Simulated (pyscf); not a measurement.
9 group-13 steps of one kind (four-centre exchange, closed-shell): reaction energy in kJ/mol, from the separated reactants or the lowest minimum found. Optimised with ωB97X-D3(BJ)/def2-SVP in PySCF. Functionals in def2-TZVP; the last column is ωB97M-D3(BJ)/def2-TZVP. Rows were drawn at random from the steps of this kind and element class whose saddle was verified and whose references are stable.

| step | PBE | PBE0-D3(BJ) | B3LYP-D3(BJ) | ωB97M-D3(BJ) |
|---|---|---|---|---|
| H₂B–OH + SiH₄ → H₂B–O–SiH₃ + H₂ | -47.8 | -51.6 | -61.0 | -57.3 |
| H₃C–In [singlet] + HF -> F–In [singlet] + CH₄ | -196.2 | -184.7 | -196.8 | -190.4 |
| F–B(F)–Cl + F–Si(Cl)(Cl)–Cl → F–B(F)–F + Cl–Si(Cl)(Cl)–Cl | -11.5 | -19.6 | -17.8 | -15.2 |
| H₂B–NH₂ + HCl → H₂N–BH–Cl + H₂ | -73.4 | -73.3 | -71.6 | -70.1 |
| H₂B–NH₂ + HF -> H₂N–BH–F + H₂ | -120.2 | -117.8 | -124.0 | -120.7 |
| H₂B–Cl + HF -> F–BH–Cl + H₂ | -135.9 | -130.6 | -136.2 | -133.7 |
| H₃C–InH–CH₃ + HF → H₃C–In(CH₃)–F + H₂ | -83.9 | -72.5 | -84.8 | -74.8 |
| BH [singlet] + HF → B–F [singlet] + H₂ | -295.4 | -286.1 | -290.1 | -290.9 |
| HB=NH + SiH₄ → HB=N–SiH₃ + H₂ | -51.0 | -55.1 | -60.2 | -56.2 |

Differences from the last column (kJ/mol): PBE: mean -0.7, median -2.2, mean size 4.9, lower in 5 of 9; PBE0-D3(BJ): mean +2.0, median +2.9, mean size 3.7, lower in 2 of 9; B3LYP-D3(BJ): mean -3.7, median -3.3, mean size 3.9, lower in 8 of 9. PBE is closest for row 5 (0.5 kJ/mol apart) and farthest for row 1 (9.5 kJ/mol). PBE, r²SCAN and M06-2X carry no added dispersion term. The last column is a level with limits of its own. Elements past Kr carry the def2 core potentials, without spin-orbit coupling.
